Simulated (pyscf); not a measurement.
HO–Ga(F)–F + H atom (H•) → •O–Ga(F)–F + hydrogen (H₂) (hydrogen abstraction; doublet surface; H–O broken, H–H formed). PySCF, gas phase, ωB97X-D3(BJ)/def2-SVP geometries. Rate constants from transition-state theory, ωB97M-D3(BJ)/def2-TZVP energies (ideal gas, 1 atm, RRHO with modes under 100 cm⁻¹ raised to 100, one conformer, R ln 2 for rigid chiral ones; no tunnelling), k in cm³ molecule⁻¹ s⁻¹.

```json
[
 {"T (K)": "298", "1000/T": "3.354", "log10 k": "-23.53"},
 {"T (K)": "600", "1000/T": "1.667", "log10 k": "-16.84"},
 {"T (K)": "900", "1000/T": "1.111", "log10 k": "-14.53"},
 {"T (K)": "1200", "1000/T": "0.833", "log10 k": "?"}
]
```

Task: Fit an Arrhenius line to the three values, give the activation energy, and predict k at 1200 K.

Result: Least squares gives log10 k = -10.12 − 4.00 × 1000/T, so Ea = 4.00 × ln 10 × 1.987 = 18.3 kcal/mol, against an electronic barrier of 18.5. At 1200 K the line gives -13.45; the computed value is -13.31 (ΔG‡ = 43.5 kcal/mol), a factor 1.4 over the line, since the plot is curved. One saddle was located; it need not be the lowest between these sides. The angle at the transferred H is 152°. Elements up to Kr have no core potential and no relativistic terms here.
